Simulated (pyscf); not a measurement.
Structures and frequencies: ωB97X-D3(BJ)/def2-SVP in PySCF.

Problem. Estimate by transition-state theory the rate constant of HO–AsH• + H₂ → AsH₂• + H₂O (doublet surface; As–O, H–H broken, As–H, H–O formed) at 900 K, with ωB97M-D3(BJ)/def2-TZVP energies (ideal gas, 1 atm, RRHO with modes under 100 cm⁻¹ raised to 100, one conformer, R ln 2 for chiral ones without a mode under 150 cm⁻¹; no tunnelling).

Solution. The electronic barrier is 44.9 kcal/mol and the thermal terms add +24.4, so ΔG‡ = 69.3 kcal/mol. With k_BT/h = 1.88e+13 s⁻¹ and RT = 1.788 kcal/mol, and a volume of 1.23e-19 cm³ per molecule at 1 atm, k = 3.4e-23 cm³ molecule⁻¹ s⁻¹. Wigner's tunnelling factor for 1746i cm⁻¹ would be 1.32. A shift of 1 kcal/mol in the barrier changes k by a factor 1.7. One saddle was located; it need not be the lowest between these sides. Elements up to Kr have no core potential and no relativistic terms here.
